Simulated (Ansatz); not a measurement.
```xyz
5

C    -0.0459   -0.0186   -0.6445
F    -0.0036   -0.0098    0.7430
H     0.0278   -1.1189   -0.9845
H    -0.8809    0.5143   -1.0296
H     0.8717    0.4695   -1.0315
```

RHF on singlet CH₃F was run in several spherical basis sets with Ansatz (development build ahead of 0.2.0).

Question: Rank the basis sets by the total energy that they give, lowest first, with the distance from the lowest.
A. STO-3G
B. cc-pVDZ
C. 6-31G
D. def2-SVP

Answer: B (0.00 eV), C (1.41 eV), D (3.15 eV), A (51.06 eV).

Totals follow the description of the cores as much as that of the bonds, so this order isn't one of quality for chemistry.
